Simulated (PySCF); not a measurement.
**Running PySCF for AlSi**

The script input.py:

```python
from pyscf import gto, scf, cc

mol = gto.M(
    atom='Al 0 0 0; Si 0 0 2.425',
    basis='sbkjc',
    ecp={'Al': 'sbkjc', 'Si': 'sbkjc'},
    charge=0,
    spin=3,
    symmetry=True,
    verbose=3,
)
mf = scf.ROHF(mol)
mf.kernel()
mycc = cc.CCSD(mf)
mycc.kernel()
e = mycc.eeccsd(nroots=6)[0]
print('roots (eV) =', (e*27.211386).round(3))
mf.dip_moment()
print('orbital energies (hartree):', mf.mo_energy[..., max(0, mol.nelec[1]-3):mol.nelec[0]+3].round(4))
```

```bash
$ python input.py
```

The log:

```
converged SCF energy = -5.5848090428896

WARN: RCCSD method does not support ROHF method. ROHF object is converted to UHF object and UCCSD method is called.

E(UCCSD) = -5.650495949316311  E_corr = -0.06568690642671196
roots (eV) = [0.    0.946 0.946 0.958 1.034 1.034]
Dipole moment(X, Y, Z, Debye):  0.00000,  0.00000, -1.70584
orbital energies (hartree): [-0.5974 -0.3739 -0.1401 -0.1198 -0.1198  0.0417  0.0417  0.1121]
```

In short: E(SCF) = -5.584809 Eh, E(CCSD) − E(SCF) = -0.06569 Eh, μz(SCF) = -1.71 D, excitation roots 0.000, 0.946, 0.946, 0.958, 1.034, 1.034 eV.

Wall time 1.9 s on one thread of a shared host.

The bond length is a typed value, not an optimised one. No search for the lowest solution was made.
